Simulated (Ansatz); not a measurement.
NiPt (R-3m)

All numbers below come from DFT r2SCAN, scalar-relativistic, plane waves, PAW in Ansatz.

Plane waves to 500 eV, a k mesh through Γ of 18×18×18 on the computed 2-atom cell and Gaussian smearing (0.10 eV); collinear spin from starting moments -1.12 -0.27 μB.

The structure is relaxed at this level of theory with its symmetry kept. Whether it is the stable form of this composition wasn't checked.

```
Ni Pt
1.0
     1.35132    0.78018    4.23277
    -1.35132    0.78018    4.23277
     0.00000   -1.56037    4.23277
Ni Pt
1 1
Cartesian
  0.0000 0.0000 0.0000
  0.0000 0.0000 6.3492
```

```json
{
 "Space group": "R-3m (No. 166)",
 "Volume per atom": "13.39 Å³",
 "Formation energy from the elements' standard states (uncorrected)": "-0.110 eV/atom",
 "Generalised Kohn–Sham band gap": "none (metal)",
 "Density of states at the Fermi level": "1.24 states/eV per cell",
 "Löwdin character within 0.5 eV of the Fermi level": "Ni 3d 52 %, Pt 5d 37 %",
 "Bader charges (e)": "Ni (1 in the cell) 0.38, Pt (1 in the cell) -0.38",
 "Total moment": "-1.17 μB per cell",
 "Site moments (μB; atoms counted from 1 over the whole cell)": "Ni (atom 1) -1.02, Pt (atom 2) -0.25"
}
```

The state reached may not be the lowest one. Spin-orbit coupling is left out, which matters for the bands of heavy elements.

Only this magnetic start was tried.

Cost: 1 run of about 3.9 core-minutes, on Arm Neoverse V1 (shared hosts).